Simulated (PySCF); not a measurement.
Species: C₄H₆F₂.
Atom-mapped SMILES: `[F:1][CH2:2][C:3]1([F:4])[CH2:5][CH2:6]1` (hydrogens: H7, H8 on C2; H9, H10 on C5; H11, H12 on C6)

A GFN2-xTB structure was refined with PBE0-D3(BJ)/def2-SVP geometry optimisation, gas phase in PySCF 2.14.0. Its GFN2-xTB values:

```csv
coordinate,GFN2-xTB
F1–C2,1.353 Å
C2–C3,1.526 Å
C2–H7,1.103 Å
C3–F4,1.378 Å
C3–C5,1.477 Å
C5–C6,1.493 Å
C5–H9,1.072 Å
C5–H10,1.093 Å
C6–H11,1.067 Å
F1–C2–C3,110.9°
C2–C3–F4,106.7°
C2–C3–C5,122.6°
C3–C5–C6,59.5°
F4–C3–C5,119.4°
C5–C3–C6,60.8°
F1–C2–C3–F4,179°
```

Q: How do these coordinates change at the PBE0-D3(BJ)/def2-SVP level?

A: 
```
 coordinate  PBE0-D3(BJ)/def2-SVP (Å or °)  change
     C6–H11                          1.093  +0.026
      C2–C3                          1.504  -0.022
      C5–H9                          1.093  +0.021
      C5–C6                          1.514  +0.021
      F1–C2                          1.369  +0.016
      C3–F4                          1.363  -0.015
      C3–C5                          1.485  +0.008
      C2–H7                          1.104  +0.001
     C5–H10                          1.093   0.000
   C2–C3–F4                          109.6    +2.9
   F4–C3–C5                          117.6    -1.8
   F1–C2–C3                          109.8    -1.1
   C2–C3–C5                          121.8    -0.8
   C5–C3–C6                           61.3    +0.5
   C3–C5–C6                           59.3    -0.2
F1–C2–C3–F4                            180      +1
```

The energy falls by 2.0 kcal/mol over 12 energy and gradient evaluations, the largest force component goes from 0.0257 to 2.9e-04 Eh/bohr, and the atoms move by 0.031 Å rms after alignment. The bond that changes most is C6–H11 (three-membered-ring carbon to methylene hydrogen), which lengthens by 0.026 Å. Bonds longer at the end by more than 0.005 Å: 7 of 12; shorter: 3. Rotational constants go from 5268, 3148, 2367 to 5351, 3162, 2400 MHz.

The run used 114 basis functions and 71 SCF cycles in all.

PBE0-D3(BJ)/def2-SVP frequencies: not computed here. One conformer, not necessarily the lowest.

Shape of the structure used: `[F:1][CH2:2][C:3]1([F:4])[CH2:5][CH2:6]1`: F1–C2–C3–F4 180°.
